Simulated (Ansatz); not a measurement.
Input file:

```yaml
crystal:
  periodic: [false, false, false]
  atoms:
    - {symbol: C, position_ang: [0.000000, -0.026179, 0.091174]}
    - {symbol: H, position_ang: [0.000000, 1.047771, -1.401660]}
    - {symbol: H, position_ang: [0.000000, -0.026179, 1.174086]}
    - {symbol: H, position_ang: [0.000000, -0.709638, -0.858861]}
basis:
  gaussian: {orbitals: cc-pVDZ}
total_charge: 1
magnetization: {spin_polarized: true, initial_magnetization: 2}
correlation: {method: ccsdt_q, electrons: outside_noble_gas}
```

```sh
$ ansatz run in.yaml --threads 1 --pin off --events-out ev --progress --plain --max-ram 2393MiB
```

The program prints:

```
512 factors; integrals over basis functions are off by at most 2.2e-7 eV
mean field evaluation 1: about -1060.7764 eV, gradient 1.4e1 eV
mean field evaluation 2: about -1060.7766 eV, gradient 1.4e1 eV
mean field evaluation 4: about -1062.4884 eV, gradient 2.3e0 eV
mean field evaluation 8: about -1062.7740 eV, gradient 1.9e-1 eV
mean field evaluation 16: about -1062.6576 eV, gradient 1.4e0 eV
mean field evaluation 32: about -1062.7637 eV, gradient 3.6e-1 eV
mean field evaluation 64: about -1061.7689 eV, gradient 3.0e-1 eV
mean field evaluation 96: about -1057.5821 eV, gradient 9.7e0 eV
mean field -1062.77543518 eV, -39.0562768679 hartree, gradient 2.3e-6 eV, S^2 2.027243; 6 other end points of the search recorded, 0 dependent functions left out
determinant -1062.77543518 eV, -39.0562768679 hartree, with singles and doubles -1065.90892666 eV, -39.1714305557 hartree
determinant -1061.77028203 eV, -39.0193381710 hartree, with singles and doubles -1064.51639218 eV, -39.1202558574 hartree
1 core orbitals not correlated: weight in the atoms' cores, before any rotation towards them, 1.000 or more for the frozen orbitals, at most 0.000 for the correlated occupied ones
reference -1062.77543518 eV, -39.0562768679 hartree; 4, 2 occupied and 24, 26 virtual orbitals, 512 factors
second order -2.46236991 eV of doubles, -0.00000000 eV of singles
cycle   1  -2.90313857 eV  change   -4.4e-1 eV  update   5.5e-2
cycle   2  -3.17935158 eV  change   -2.8e-1 eV  update   2.9e-2
cycle   3  -3.20811360 eV  change   -2.9e-2 eV  update   1.4e-2
cycle   4  -3.21576305 eV  change   -7.6e-3 eV  update   7.3e-3
cycle   5  -3.21829575 eV  change   -2.5e-3 eV  update   3.8e-3
cycle   6  -3.22103292 eV  change   -2.7e-3 eV  update   1.9e-3
cycle   7  -3.22160148 eV  change   -5.7e-4 eV  update   9.4e-4
cycle   8  -3.22147955 eV  change    1.2e-4 eV  update   3.6e-4
cycle   9  -3.22146053 eV  change    1.9e-5 eV  update   1.5e-4
cycle  10  -3.22149131 eV  change   -3.1e-5 eV  update   6.2e-5
cycle  11  -3.22154334 eV  change   -5.2e-5 eV  update   3.0e-5
cycle  12  -3.22153989 eV  change    3.4e-6 eV  update   1.2e-5
cycle  13  -3.22153155 eV  change    8.3e-6 eV  update   6.7e-6
cycle  14  -3.22152616 eV  change    5.4e-6 eV  update   3.6e-6
cycle  15  -3.22152683 eV  change   -6.7e-7 eV  update   1.8e-6
cycle  16  -3.22152801 eV  change   -1.2e-6 eV  update   9.2e-7
cycle  17  -3.22152809 eV  change   -8.1e-8 eV  update   4.5e-7
perturbative correction -0.00254598 eV, -0.0000935631 hartree
Total energy: -1065.99950925 eV, -39.1747594045 hartree
```

For the same geometry and basis full CI lies 0.5 meV higher.

Ran on 1 thread of Arm Neoverse V1, shared host: 4.3 s wall, 0.17 GiB peak host memory.
